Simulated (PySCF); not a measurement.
## Assignment exercise: C2H7B

Geometry (Å), atoms numbered from 1 in this order:
```xyz
10

B     0.5997    1.1357    0.5455
H     1.8103    1.1365    0.4816
H     0.0216    2.1950    0.4340
C    -0.1865   -0.2091    0.6412
C    -0.3232   -0.6990   -0.8149
H    -1.1907   -0.0901    1.0774
H     0.3558   -0.9717    1.2230
H    -0.8699   -1.6538   -0.8589
H    -0.8755    0.0194   -1.4417
H     0.6583   -0.8630   -1.2873
```

- J couplings at B3LYP/pcJ-1 (spin–dipole term only in couplings to heteroatoms)
- shieldings: GIAO PBE0/pcSseg-1
- PBE0-D3(BJ)/def2-SVP structure
- code: PySCF 2.14
- one computed conformer, no solvent, non-relativistic, fast rotation and ring inversion assumed for equivalent nuclei

δ = σ(ref) − σ, references computed at the same level: ¹³C, ¹H against TMS.

Task: Assign these signals to the numbered atoms. ¹³C{¹H} NMR (computed): δ 21.2 (CH2), 0.4 (CH3).

Result: 
| δ (ppm) | atoms | environment | reason |
| --- | --- | --- | --- |
| 21.2 | C4 | carbon bonded to C, B, 2 H | – |
| 0.4 | C5 | carbon bonded to C, 3 H | – |

Task: Assign these signals to the numbered atoms. ¹H NMR (400 MHz, computed): δ 7.60 (br, 2H), 1.76 (qt, J = 9.7, 7.7 Hz, 2H), 0.81 (t, J = 9.7 Hz, 3H).

Result: 
7.60 → H2/H3, hydrogen on a boron bonded to C
1.76 → H6/H7, hydrogen on a carbon bonded to C, B
0.81 → H8/H9/H10, hydrogen on a carbon bonded to C

Hydrogens on boron are broadened and split by ¹¹B (spin 3/2, 80 %) and 10B (spin 3). A carbon bonded to boron is broadened by the quadrupolar boron nucleus and is often missing from a measured spectrum. Multiplet labels drop couplings under 1 Hz and merge nearly equal ones. Unscaled 3J(H,H) at this level run about 10 % above measured values. Shifts are as computed. Against solution values, carbons near 30 ppm lie about +2 ppm off and those near 130 ppm about +5 ppm. Of 1211 compounds with measured shifts, 218 miss one by over three times the rms of a fit or turn the order of signals round; such compounds aren't used in these exercises.
